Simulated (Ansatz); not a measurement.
## Basis-set limit of HfN, quartet

```yaml
atoms:
  - { symbol: Hf, position_ang: [0.0000, 0.0000, 0.0000] }
  - { symbol: N, position_ang: [0.0000, 0.0000, 1.7854] }
```

Ansatz 0.2.0, UHF determinant, valence electrons correlated, core potentials past Kr. Energies in eV.

```tsv
set	X	functions	Hartree–Fock	MP2 correlation	CCSD(T) correlation	time
def2-TZVPP	3	87	-2770.0843	-6.6394	-7.2311	47 s on 1 × NVIDIA H100 80GB HBM3 with 1 thread of AMD EPYC 7R13 Processor (Zen 3), on a shared host
def2-QZVPP	4	138	-2770.1897	-7.0613	-7.6123	51 s on 1 × NVIDIA H100 80GB HBM3 with 1 thread of AMD EPYC 7R13 Processor (Zen 3), with other jobs on the host
```

Hartree–Fock is taken to follow E(X) = E∞ + A·exp(−7.88·√X), correlation E(X) = E∞ + B·X^−2.97.

Cautions: no spin-orbit coupling; outer-core shells of the metal frozen; another spin lies lower.

**Question.** Work out the CCSD(T) energy at the limit, and how far the shortcut misses it that extrapolates MP2 and adds CCSD(T) minus MP2 from the smaller set.

**Answer.** Hartree–Fock: E∞ = E4 + 0.1377·(E4 − E3) = -2770.2042. Correlation: E∞ = E4 + 0.7407·(E4 − E3) = -7.8947 for CCSD(T) and -7.3739 for MP2. The limit is -2778.0989 eV, 0.297 eV below def2-QZVPP. The shortcut gives a correlation energy of -7.3739 + (-0.5917) = -7.9656, 71 meV lower than the direct value.

The exponents were fitted on light atoms, and def2 sets of heavy atoms don't grow evenly, so the limit is rough here.
